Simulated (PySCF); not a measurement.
# C3H2S3 (1,3-dithiole-2-thione): the cost of one run

Programs: PySCF 2.14.0, with density-fitted response routines of our own. Each step states its level of theory. These are calculated values for one molecule in the gas phase, unless marked as measured. Atoms count from 0, in the outputs and in this text.

**1. The molecule as given**

8 atoms, charge 0, multiplicity 1; geometry from: MMFF94s. The atoms were then displaced at random by about 0.03 Å, so the start is not that level's minimum.

Bonds of the start (Å): S0–C1 1.74, C1–S2 1.79, S2–C3 1.59, C3–C4 1.32, C4–S5 1.75, S5–C1 1.78, C3–H6 1.15, C4–H7 1.05.

**2. Geometry optimisation at PBE0-D3(BJ)/def2-SVP**

The job: settings as JSON, then the geometry in Å.

```
{"job": {"xc": "PBE0", "basis": "def2-SVP", "d3": "d3bj", "grid": 1, "shake": 0.03, "kind": "geom"}, "charge": 0, "multiplicity": 1}
S      3.235030     0.187400     0.262740
C      1.500940     0.112720     0.123340
S      0.623500    -1.372480    -0.339810
C     -0.823180    -0.718270    -0.232800
C     -1.062960     0.540470     0.085670
S      0.383500     1.469780     0.424040
H     -1.744860    -1.367510    -0.435680
H     -1.973750     1.062230     0.184290
```

On the command line:

```console
OMP_NUM_THREADS=1 python probes_run.py task.json out
```

One launch serves the whole session: the jobs run in the order shown.

**Question.** How long does this first job take on 1 thread of Arm Neoverse V2, shared host, and how much memory does it need?

About 29 s, with a peak of 0.42 GiB.
